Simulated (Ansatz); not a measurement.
Two shapes of doublet CH3F(+).

Shape 1:

```xyz
5

C     0.0010    0.0001   -0.6185
F     0.0008    0.0001    0.7453
H    -0.0008   -1.0358   -0.9972
H    -0.8970    0.5187   -0.9972
H     0.8968    0.5188   -0.9970
```

Shape 2:

```xyz
5

C     0.0289    0.0043   -0.6118
F     0.0230    0.0021    0.7638
H    -0.0243   -1.0302   -1.0132
H    -0.8891    0.5398   -1.0156
H     0.8854    0.5423   -1.0096
```

Basis set: def2-SVP (spherical functions). Correlated methods keep 2 orbitals frozen. Charge 1, multiplicity 2.

Computed with Ansatz (development build ahead of 0.2.0); each method stands on the lowest determinant of its kind that the runs found.

Task: Which shape is lower in energy, and by how much in each method?

Result:

```csv
method,E(2) − E(1) (eV)
UHF,0.020
UHF-MP2,-0.065
```

The methods disagree on the order. Caution: the determinant breaks the point group. Caution for UHF-MP2: MP2 forces lie far from those of the mean fields.
